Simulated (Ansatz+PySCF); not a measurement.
# doublet LiH(+): levels of theory in one basis

```xyz
2

Li    0.0000    0.0000   -1.1355
H     0.0000    0.0000    1.1355
```

Basis set: cc-pVTZ on H; cc-pCVTZ on Li (spherical functions). All electrons are correlated. Correlation on ROHF uses semicanonical orbitals with singles. Charge 1, multiplicity 2.

Computed with Ansatz (development build ahead of 0.2.0); each method stands on the lowest determinant of its kind that the runs found.

```csv
method,E − E(ROHF) (eV),<S²> of the determinant
ROHF,0.00,0.75
UHF-CCSD,-1.10,0.75
ROHF-CCSD(T),-1.10,–
```

What does ROHF-MP2 give on the same scale?

-0.98 eV.

Is a single determinant a sound starting point here?

By this sign, yes. Unrestricted orbitals gain 0.00 eV and <S²> is 0.75 against 0.75 for a pure state.
